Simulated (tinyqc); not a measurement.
Coupled-perturbed Hartree-Fock on RHF in the sto-6g basis, for H2O, spin multiplicity 1, step by step. One step of it, computed by the program tinyqc.

Question. Iteration 8 (converged): orbitals. Diagonalise F' = X^T F X, C = X C', fill 5 alpha and 5 beta electrons from the bottom; D = 2 C_occ C_occ^T. Each column has its largest component positive (the first on a tie).

converged F (hartree), lower triangle:
```
             1O 1s      1O 2s     1O 2px     1O 2py     1O 2pz      2H 1s      3H 1s
1O 1s   -20.507728
1O 2s    -4.962625  -2.309574
1O 2px    0.000000   0.000000  -0.388837
1O 2py    0.000000   0.000000   0.000000  -0.260124
1O 2pz   -0.025797  -0.081544   0.000000   0.000000  -0.295689
2H 1s    -0.937997  -0.843348   0.000000  -0.377234  -0.317201  -0.450763
3H 1s    -0.937997  -0.843348   0.000000   0.377234  -0.317201  -0.263281  -0.450763
```

X, lower triangle:
```
            1O 1s      1O 2s    1O 2px     1O 2py     1O 2pz      2H 1s     3H 1s
1O 1s    1.022488
1O 2s   -0.134242   1.177685
1O 2px   0.000000   0.000000  1.000000
1O 2py   0.000000   0.000000  0.000000   1.086980
1O 2pz  -0.007106   0.076448  0.000000   0.000000   1.037268
2H 1s    0.018233  -0.241602  0.000000  -0.193028  -0.118175   1.146091
3H 1s    0.018233  -0.241602  0.000000   0.193028  -0.118175  -0.061094  1.146091
```

Give: F' = X^T F X; orbital energies; coefficients C; D after iteration 8.

Answer.

F' = X^T F X (hartree), lower triangle:
```
          1        2        3        4        5        6        7
1  -20.1815
2   -2.5042  -1.2413
3    0.0000   0.0000  -0.3888
4    0.0000   0.0000   0.0000  -0.0047
5   -0.0454   0.1019   0.0000   0.0000  -0.1769
6   -0.1390  -0.4335   0.0000  -0.4248  -0.2943  -0.0110
7   -0.1390  -0.4335   0.0000   0.4248  -0.2943  -0.0700  -0.0110
```

orbital energies (hartree): MO1 -20.5108, MO2 -1.2240, MO3 -0.5745, MO4 -0.4334, MO5 -0.3888, MO6 0.4874, MO7 0.6288

coefficients C:
```
            MO1      MO2      MO3      MO4     MO5      MO6      MO7
1O 1s    0.9968  -0.2262   0.0000   0.0866  0.0000   0.1093   0.0000
1O 2s    0.0147   0.8767   0.0000  -0.4800  0.0000  -0.7268   0.0000
1O 2px   0.0000   0.0000   0.0000   0.0000  1.0000   0.0000   0.0000
1O 2py   0.0000   0.0000   0.6009   0.0000  0.0000   0.0000   0.9461
1O 2pz   0.0025   0.0920   0.0000   0.7715  0.0000  -0.7114   0.0000
2H 1s   -0.0030   0.1452   0.4473   0.3126  0.0000   0.7365  -0.7522
3H 1s   -0.0030   0.1452  -0.4473   0.3126  0.0000   0.7365   0.7522
```

D after iteration 8, lower triangle:
```
          1O 1s    1O 2s  1O 2px   1O 2py  1O 2pz    2H 1s   3H 1s
1O 1s    2.1046
1O 2s   -0.4506   1.9985
1O 2px   0.0000   0.0000  2.0000
1O 2py   0.0000   0.0000  0.0000   0.7220
1O 2pz   0.0971  -0.5793  0.0000   0.0000  1.2074
2H 1s   -0.0176  -0.0457  0.0000   0.5376  0.5091   0.6378
3H 1s   -0.0176  -0.0457  0.0000  -0.5376  0.5091  -0.1626  0.6378
```
